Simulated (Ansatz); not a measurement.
**BH₂+ (triplet): wave-function methods side by side, cc-pVQZ**

Aim: climb from Hartree-Fock through coupled cluster and multireference methods for BH₂+ (triplet) at one geometry and basis, and see what each rung misses.

The runs use Ansatz 0.2.0, Gaussian basis; cc-pVQZ, core rule «outside noble gas», up to 1 orbitals frozen.

To be run: UHF; CCSD(T) on ROHF; CCSD(T) on UHF; BCCD(T) on ROHF; CCSDT(Q) on ROHF; CCSDT(Q) on UHF; CASSCF and MRCISD+Q, 4 electrons in 6 orbitals; CASSCF and NEVPT2, 4 electrons in 6 orbitals; Full CI; Full CI, several states.

6 further runs of the same task are left out: 2 for a known fault of the program, 4 set aside as unsound or not needed.

## Step 1: The system

The geometry is a PBE0/def2-TZVP stationary point (not a proven minimum).

3 atoms, charge 1, spin multiplicity 3.

Atoms are counted from 1 here; the program's logs count them from 0.

Bond lengths: B1–H2 1.291 Å, B1–H3 1.291 Å. Angles: H2–B1–H3 66.8°.

As a file:

```xyz
3
BH2
B     0.00000    0.00000   -0.16937
H     0.00000    0.71056    0.90835
H     0.00000   -0.71056    0.90835
```

## Step 2: UHF

Input file in.yaml:

```yaml
crystal:
  periodic: [false, false, false]
  atoms:
    - {symbol: B, position_ang: [0.000000, 0.000000, -0.169375]}
    - {symbol: H, position_ang: [0.000000, 0.710556, 0.908347]}
    - {symbol: H, position_ang: [0.000000, -0.710556, 0.908347]}
basis:
  gaussian: {orbitals: cc-pVQZ}
total_charge: 1
magnetization: {spin_polarized: true, initial_magnetization: 2}
hamiltonian: {xc: hf}
output: {orbitals: {seedname: orbitals}}
```

Started as:

```bash
> ansatz run in.yaml --threads 1 --pin off --events-out ev --progress --plain --max-ram 2816MiB --backend cpu
```

Further steps of the session: CCSD(T) on ROHF; CCSD(T) on UHF; BCCD(T) on ROHF; CCSDT(Q) on ROHF; CCSDT(Q) on UHF; CASSCF and MRCISD+Q, 4 electrons in 6 orbitals; CASSCF and NEVPT2, 4 electrons in 6 orbitals; Full CI; Full CI, several states.

Q: Predict the results of all the runs planned. Wanted: FCI below the RHF energy; RMP2 from FCI; UMP2 from FCI; RCCSD from FCI; RCCSD(T) from FCI; UCCSD(T) from FCI; RCCSDT(Q) from FCI; UCCSDT(Q) from FCI; NEVPT2 valence from FCI.

The runs gave:

| quantity | value |
| --- | --- |
| FCI below the RHF energy | -2.1010 eV |
| RMP2 from FCI | +42.1 kJ/mol |
| UMP2 from FCI | +43.0 kJ/mol |
| RCCSD from FCI | +5.5 kJ/mol |
| RCCSD(T) from FCI | +1.1 kJ/mol |
| UCCSD(T) from FCI | +1.0 kJ/mol |
| RCCSDT(Q) from FCI | 0.0 kJ/mol |
| UCCSDT(Q) from FCI | -0.1 kJ/mol |
| NEVPT2 valence from FCI | +24.2 kJ/mol |
| MRCISD+Q valence from FCI | +1.5 kJ/mol |
| levels within 1 kcal/mol (43 meV) | RCCSD(T), UCCSD(T), BCCD(T), RCCSDT, UCCSDT, RCCSDT(Q), UCCSDT(Q), MRCISD valence, MRCISD+Q valence |
| T1 diagnostic | 0.022 |
| effectively unpaired electrons | 2.01 |

**Reading.** RCCSD(T) misses by +1.1 kJ/mol, 0.5 % of the correlation energy. One determinant dominates. Of the multireference levels listed MRCISD+Q valence comes nearest in total energy (+1.5 kJ/mol), which doesn't show that its space is the better one. The next state among those solved, a triplet, lies 3.24 eV up. These misses are within one basis, not against nature; the frozen cores of restricted and unrestricted runs differ, which can shift their rows.
